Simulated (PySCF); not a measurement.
# One shape, several levels: CClF2 (chlorodifluoromethyl radical)

We compute a comparison of 3 runs (MC-PDFT(7,7)/DZP, TD-TPSS/cc-pCVDZ) of CClF2 (chlorodifluoromethyl radical). 

The calculation is run with PySCF 2.14.0.

1 further run of the same task is left out (set aside as unsound or not needed).

## Step 1: The molecule

The species is CClF2 (4 atoms), meant as a doublet with charge 0. As SMILES, `F[C](F)Cl`. The shape is that of a PBE0-D4/def2-TZVP optimisation.

Bond lengths: F1–C2 1.315 Å, C2–F3 1.315 Å, C2–Cl4 1.719 Å. Angles: F1–C2–F3 110.6°, F1–C2–Cl4 114.1°, F3–C2–Cl4 114.1°.

## Step 2: A single-point energy at MC-PDFT(7,7)/DZP (sfX2C) (run 1)

Contents of run.py:

```python
# F[C](F)Cl
import numpy
from pyscf import gto, scf, mp, mcscf, mcpdft

mol = gto.M(
    atom='''
F        0.026200       0.169300       1.294600
C       -0.230600      -0.190200       0.056400
F        0.573000      -1.160700      -0.318600
Cl      -0.313000       1.121200      -1.052700
''',
    charge=0,
    basis='dzp',
    verbose=4,
    spin=1,
    max_memory=1860,
)

mf = mol.ROHF()
mf = mf.x2c()
mf.max_cycle = 100
mf = mf.newton()
mf.kernel()

pt = mp.MP2(scf.addons.convert_to_uhf(mf)).run()
noons, natorbs = mcscf.addons.make_natural_orbitals(pt)
print('natural occupations', numpy.round(noons[:40], 4))
cas = mcpdft.CASSCF(mf, 'ftPBE', 7, 7)
cas.fix_spin_(ss=0.75)
cas.natorb = True
cas.kernel(natorbs)
e_tot = cas.e_tot
print('E = %.10f Eh' % e_tot)
dip = mf.dip_moment()
pop, q = mf.mulliken_pop()
```

Launch:

```bash
$ OMP_NUM_THREADS=1 python run.py
```

Standard output:

```text
PySCF version 2.14.0

[INPUT] num. atoms = 4
[INPUT] num. electrons = 41
[INPUT] charge = 0
[INPUT] spin (= nelec alpha-beta = 2S) = 1
[INPUT] symmetry False subgroup None
[INPUT] Mole.unit = angstrom
[INPUT] Symbol           X                Y                Z      unit          X                Y                Z       unit  Magmom
[INPUT]  1 F      0.026200000000   0.169300000000   1.294600000000 AA    0.049510824464   0.319930632889   2.446439440862 Bohr   0.0
[INPUT]  2 C     -0.230600000000  -0.190200000000   0.056400000000 AA   -0.435770844325  -0.359425908892   0.106580553425 Bohr   0.0
[INPUT]  3 F      0.573000000000  -1.160700000000  -0.318600000000 AA    1.082813069376  -2.193405112783  -0.602066743286 Bohr   0.0
[INPUT]  4 Cl    -0.313000000000   1.121200000000  -1.052700000000 AA   -0.591484276989   2.118760930862  -1.989314691330 Bohr   0.0

nuclear repulsion = 158.060087584407
number of shells = 33
number of NR pGTOs = 131
number of NR cGTOs = 69
basis = dzp
ecp = {}

[... 45 lines left out ...]
converged SCF energy = -697.755896898773
[... 35 lines left out ...]
sorting_mo_energy = False
[... 89 lines left out ...]
1-step CASSCF converged in  37 macro (699 JK 139 micro) steps
[... 3 lines left out ...]
Natural orbital (expansion on meta-Lowdin AOs) in CAS space
[... 21 lines left out ...]
CASSCF energy = -697.813744041137
[... 2 lines left out ...]
MC-PDFT state 0 E = -699.2010955376143, Eot(ftPBE) = -54.58479731323611
[... 1 line left out ...]
Dipole moment(X, Y, Z, Debye): -0.56243,  0.15548, -0.31897
[... 35 lines left out ...]
pop of  2 F 2px           1.31786
pop of  2 F 2py           1.26825
pop of  2 F 2pz           1.42524
pop of  2 F 3px           0.42196
pop of  2 F 3py           0.39449
pop of  2 F 3pz           0.47396
pop of  2 F 3dxy          0.00299
pop of  2 F 3dyz          0.00117
pop of  2 F 3dz^2         0.00095
pop of  2 F 3dxz          0.00081
pop of  2 F 3dx2-y2       0.00146
pop of  3 Cl 1s           0.29066
pop of  3 Cl 2s           1.01142
pop of  3 Cl 3s           0.66693
pop of  3 Cl 4s           0.99171
pop of  3 Cl 5s           0.98932
pop of  3 Cl 6s           0.93872
pop of  3 Cl 7s           1.03964
pop of  3 Cl 2px          1.95072
pop of  3 Cl 2py          1.94533
pop of  3 Cl 2pz          1.94702
pop of  3 Cl 3px          0.33537
pop of  3 Cl 3py          0.28400
pop of  3 Cl 3pz          0.29968
pop of  3 Cl 4px          1.03008
pop of  3 Cl 4py          0.87156
pop of  3 Cl 4pz          0.92415
pop of  3 Cl 5px          0.62777
pop of  3 Cl 5py          0.42260
pop of  3 Cl 5pz          0.48057
pop of  3 Cl 3dxy         0.00431
pop of  3 Cl 3dyz         0.02535
pop of  3 Cl 3dz^2        0.00306
pop of  3 Cl 3dxz         0.00305
pop of  3 Cl 3dx2-y2      0.00927
 ** Mulliken atomic charges  **
charge of    0F =     -0.20876
charge of    1C =      0.50979
charge of    2F =     -0.20874
charge of    3Cl =     -0.09228
```

Run time: 33 s. Hardware: 1 thread of Arm Neoverse V2, shared host; peak memory 0.46 GiB.

## Step 3: The energy at MC-PDFT(7,7)/DZP (sfX2C, Cartesian functions) (run 2)

Contents of calc.py:

```python
import numpy
from pyscf import gto, scf, mp, mcscf, mcpdft

mol = gto.Mole()
mol.atom = '''
F        0.026200       0.169300       1.294600
C       -0.230600      -0.190200       0.056400
F        0.573000      -1.160700      -0.318600
Cl      -0.313000       1.121200      -1.052700
'''
mol.basis = 'dzp'
mol.cart = True
mol.spin = 1
mol.verbose = 4
mol.max_memory = 1860
mol.build()

mf = scf.ROHF(mol)
mf = mf.x2c()
mf.max_cycle = 100
mf = mf.newton()
mf.kernel()

pt = mp.MP2(scf.addons.convert_to_uhf(mf)).run()
noons, natorbs = mcscf.addons.make_natural_orbitals(pt)
print('natural occupations', numpy.round(noons[:40], 4))
cas = mcpdft.CASSCF(mf, 'ftPBE', 7, 7)
cas.fix_spin_(ss=0.75)
cas.natorb = True
cas.kernel(natorbs)
etot = cas.e_tot
print('E(%s) = %.9f' % ('MC-PDFT', etot))
mf.analyze()
```

Launch:

```bash
$ OMP_NUM_THREADS=1 python calc.py
```

Standard output:

```text
PySCF version 2.14.0

[INPUT] num. atoms = 4
[INPUT] num. electrons = 41
[INPUT] charge = 0
[INPUT] spin (= nelec alpha-beta = 2S) = 1
[INPUT] symmetry False subgroup None
[INPUT] Mole.unit = angstrom
[INPUT] Cartesian GTO integrals (6d 10f)
[INPUT] Symbol           X                Y                Z      unit          X                Y                Z       unit  Magmom
[INPUT]  1 F      0.026200000000   0.169300000000   1.294600000000 AA    0.049510824464   0.319930632889   2.446439440862 Bohr   0.0
[INPUT]  2 C     -0.230600000000  -0.190200000000   0.056400000000 AA   -0.435770844325  -0.359425908892   0.106580553425 Bohr   0.0
[INPUT]  3 F      0.573000000000  -1.160700000000  -0.318600000000 AA    1.082813069376  -2.193405112783  -0.602066743286 Bohr   0.0
[INPUT]  4 Cl    -0.313000000000   1.121200000000  -1.052700000000 AA   -0.591484276989   2.118760930862  -1.989314691330 Bohr   0.0

nuclear repulsion = 158.060087584407
number of shells = 33
number of NR pGTOs = 135
number of NR cGTOs = 73
basis = dzp
ecp = {}

[... 81 lines left out ...]
sorting_mo_energy = False
[... 105 lines left out ...]
Natural orbital (expansion on meta-Lowdin AOs) in CAS space
[... 25 lines left out ...]
CASSCF energy = -697.816323324572
[... 5 lines left out ...]
Total Energy =                        -697.758612387332732
[... 1 line left out ...]
One-electron Energy =                -1280.489101162883344
[... 1 line left out ...]
Two-electron Coulomb Energy =          477.755962822666220
[... 4 lines left out ...]
MO #1   energy= -105.239090660866  | -105.239632095253  | -105.238549226479  occ= 2
[... 1 line left out ...]
MO #3   energy= -26.3822079526399  | -26.3838310480518  | -26.3805848572279  occ= 2
[... 3 lines left out ...]
WARN: Weak orthogonality for localized orbitals 1.6666420706243324e-09
[... 42 lines left out ...]
pop of  2  F 3px          0.00273
pop of  2  F 3py          0.00209
pop of  2  F 3pz          0.00278
pop of  2  F 3dxx         0.00040
pop of  2  F 3dxy         0.00211
pop of  2  F 3dxz         0.00058
pop of  2  F 3dyy         0.00052
pop of  2  F 3dyz         0.00083
pop of  2  F 3dzz         0.00062
pop of  3 Cl 1s           1.99999
pop of  3 Cl 2s           1.99999
pop of  3 Cl 3s           1.86027
pop of  3 Cl 4s           0.00400
pop of  3 Cl 5s           0.00018
pop of  3 Cl 6s           0.00045
pop of  3 Cl 7s           0.00018
pop of  3 Cl 2px          2.00000
pop of  3 Cl 2py          2.00000
pop of  3 Cl 2pz          2.00000
pop of  3 Cl 3px          1.94177
pop of  3 Cl 3py          1.53292
pop of  3 Cl 3pz          1.65616
pop of  3 Cl 4px          0.00210
pop of  3 Cl 4py          0.00600
pop of  3 Cl 4pz          0.00484
pop of  3 Cl 5px          0.00013
pop of  3 Cl 5py          0.00015
pop of  3 Cl 5pz          0.00013
pop of  3 Cl 3dxx         0.00278
pop of  3 Cl 3dxy         0.00149
pop of  3 Cl 3dxz         0.00108
pop of  3 Cl 3dyy         0.00139
pop of  3 Cl 3dyz         0.00980
pop of  3 Cl 3dzz         0.00077
 ** Mulliken atomic charges  **
charge of    0F =     -0.27119
charge of    1C =      0.56912
charge of    2F =     -0.27138
charge of    3Cl =     -0.02655
Dipole moment(X, Y, Z, Debye): -0.55142,  0.15151, -0.31197
```

Wall time 46 s (1 thread of Arm Neoverse V2, shared host); peak memory 0.47 GiB.

## Step 4: The vertical excitations at TD-TPSS/cc-pCVDZ (density fitting with aug-cc-pvtz-jkfit) (run 3)

Contents of input.py:

```python
# F[C](F)Cl
from pyscf import gto, dft, tdscf

mol = gto.M(
    atom='''
F        0.026200       0.169300       1.294600
C       -0.230600      -0.190200       0.056400
F        0.573000      -1.160700      -0.318600
Cl      -0.313000       1.121200      -1.052700
''',
    verbose=3,
    basis='cc-pcvdz',
    max_memory=1860,
    spin=1,
)

mf = dft.UKS(mol, xc='tpss')
mf = mf.density_fit(auxbasis='aug-cc-pvtz-jkfit')
mf.kernel()
if not mf.converged:
    mf = mf.newton().run(mf.mo_coeff, mf.mo_occ)

e_tot = mf.e_tot
print('Final energy', e_tot)

td = tdscf.TDDFT(mf)
td.nstates = 6
td.kernel()
td.analyze()
roots = td.e * 27.211386
osc = td.oscillator_strength()
print('state   eV      nm      f')
for i, (w, f) in enumerate(zip(roots, osc), 1):
    print('%3d %9.4f %8.1f %9.5f' % (i, w, 1239.842 / w, f))
```

Launch:

```bash
$ OMP_NUM_THREADS=1 python input.py
```

Standard output:

```text
converged SCF energy = -697.983245566392  <S^2> = 0.75196774  2S+1 = 2.0019668
Final energy -697.9832455663923
Excitation energies (eV)
[5.28318109 5.46490989 5.88299602 7.32927651 7.45195295 7.88892244]

** Excitation energies and oscillator strengths **
state   eV      nm      f
  1    5.2832    234.7   0.00008
  2    5.4649    226.9   0.00020
  3    5.8830    210.8   0.04712
  4    7.3293    169.2   0.00085
  5    7.4520    166.4   0.02418
  6    7.8889    157.2   0.00845
```

Wall time 3.6 min (1 thread of Arm Neoverse V2, shared host); peak memory 0.51 GiB.

The roots found:

```csv
excited state,energy (eV),strength
1,5.283,0.0001
2,5.465,0.0002
3,5.883,0.0471
4,7.329,0.0008
5,7.452,0.0242
6,7.889,0.0084
```

## Step 5: The series

```csv
run,level,Cartesian functions,task,energy (Eh),dipole moment (D) of the reference,wall time
1,"MC-PDFT(7,7)/DZP (sfX2C)",no,energy,-699.201096,0.67,33 s
2,"MC-PDFT(7,7)/DZP (sfX2C, Cartesian functions)",yes,energy,-699.203534,0.65,46 s
3,TD-TPSS/cc-pCVDZ (density fitting with aug-cc-pvtz-jkfit),no,excited,-697.983246,0.06,3.6 min
```

## Step 6: What came out

| quantity | value |
| --- | --- |
| run 3: ground-state or mean-field energy | -697.98325 Eh |
| run 3: dipole moment (TPSS Kohn–Sham density) | 0.06 D |
| run 3: HOMO energy (TPSS Kohn–Sham orbitals) (highest over α and β) | -5.55 eV |
| run 3: LUMO energy (TPSS Kohn–Sham orbitals) (lowest over α and β) | -3.04 eV |
| run 3: ⟨S²⟩ of the reference determinant | 0.752 |
| run 3: lowest excitation energy | 5.28 eV |

Some runs of one species differ in core potentials or relativity; totals across that change don't compare. All runs together took 4.9 min, the longest 3.6 min.
